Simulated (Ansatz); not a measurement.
## [Br···H···F], doublet: the ladder up to UCCSDT(Q)

Geometry: a point of a hydrogen-transfer path between rigid fragments, not a stationary point.

```xyz
3

Br    0.0000    0.0000   -1.3867
H     0.0000    0.0000    0.1593
F     0.0000    0.0000    1.2273
```

Basis cc-pVTZ; Ansatz 0.2.0. Correlated methods freeze the noble-gas cores and the filled d shells of p-block atoms, which leaves 15 electrons in 72 orbitals. Prefix R: restricted or restricted open-shell reference; prefix U: unrestricted. Active spaces: valence = (15e, 9o) chosen from the atoms' valence shells; pair = (3e, 3o) about the gap. No spin–orbit coupling is included, and no scalar relativity.

Full CI isn't at hand for all of this; UCCSDT(Q) serves as the reference, and is uncertain by about the last step of the cluster series. The frozen core follows each run's orbitals, which can shift R against U totals by a few meV for light atoms and by up to 0.1 eV past Ca.

```
UHF ⟨S²⟩                          : 0.759
T1 diagnostic (RCCSD)             : 0.0170
largest doubles amplitude (RCCSD) : 0.038
T1 diagnostic (UCCSD)             : 0.0149
```

```tsv
level	E − E(UCCSDT(Q)) (meV)	share of correlation (%)	wall time
UHF	12394	1.09	–
UMP2	884	92.95	–
UCCSD	395	96.85	–
UCCSD(T)	33	99.74	38 s
UCCSDT	15	99.88	–
```

The correlation energy at UCCSDT(Q), counted from RHF, is -12.531 eV. That run took 30 s on 2 threads of AMD EPYC 7R13 with a shared H100 80 GB, shared host.

Run but not shown, since their state or frozen core can't be matched to the reference's or they repeat it: RHF, RMP2, RCCSD, RCCSD(T), BCCD(T), RCCSDT, RCCSDT(Q), CASSCF (pair space), NEVPT2 (pair space), MRCISD (pair space), MRCISD+Q (pair space), CASSCF (valence space), NEVPT2 (valence space), MRCISD (valence space), MRCISD+Q (valence space).

Times hold each run's SCF and search for its determinant on a shared host, so for small cases they say little of a method's own cost; they ran on 1 thread of AMD EPYC 7R13.

Natural occupations of CASSCF (valence space) about the gap: 2.000 1.999 1.999 1.980 1.001 0.022; effectively unpaired electrons, Σ n²(2−n)², 1.00.
